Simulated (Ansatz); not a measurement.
```yaml
crystal:
  periodic: [false, false, false]
  atoms:
    - {symbol: P, position_ang: [-1.049496, -0.132657, -0.042035]}
    - {symbol: P, position_ang: [1.050048, 0.133776, -0.017641]}
    - {symbol: H, position_ang: [-1.321108, 0.848989, 0.921039]}
    - {symbol: H, position_ang: [1.304164, -0.883372, 0.912815]}
basis:
  gaussian: {orbitals: def2-TZVP}
magnetization: {spin_polarized: true, initial_magnetization: 2}
hamiltonian: {xc: pbe0}
relax: {f_tol: 0.004, max_steps: 80}
```

```sh
$ ansatz run in.yaml --threads 1 --pin off --events-out ev --progress --plain --max-ram 2176MiB
```

Steps of the relaxation (energy above the last step; positions in Å, forces in eV/Å):

```
4
step 1, 27.4 meV
P    -1.049   -0.133   -0.042   -0.459   -0.398   -0.408
P     1.050    0.134   -0.018    0.467    0.413   -0.384
H    -1.321    0.849    0.921   -0.137    0.358    0.402
H     1.304   -0.883    0.913    0.130   -0.373    0.390
```

```
4
step 2, 3.7 meV
P    -1.066   -0.118   -0.058   -0.117   -0.181   -0.138
P     1.067    0.120   -0.034    0.120    0.186   -0.128
H    -1.347    0.852    0.937    0.001    0.132    0.136
H     1.330   -0.887    0.929   -0.003   -0.137    0.130
```

```
4
step 3, 0.1 meV
P    -1.071   -0.126   -0.068   -0.022    0.000    0.009
P     1.072    0.128   -0.044    0.022    0.000    0.010
H    -1.327    0.845    0.947   -0.002   -0.001   -0.009
H     1.310   -0.880    0.939    0.002    0.001   -0.009
```

```
4
step 4, 0.0 meV
P    -1.071   -0.127   -0.066   -0.003   -0.001    0.001
P     1.072    0.129   -0.041    0.003    0.001    0.001
H    -1.330    0.848    0.945    0.000    0.001   -0.001
H     1.313   -0.883    0.937    0.000   -0.001   -0.001
```

Close pairs at the end: P2–H4 1.428 Å, P1–H3 1.428 Å, P1–P2 2.159 Å.

A stationary point of unrestricted PBE0 after 4 steps, with ⟨S²⟩ = 2.012 against 2.00 for a pure state; no frequencies were run, so it isn't proven a minimum. 13 s on 1 thread of Arm Neoverse V1, shared host.
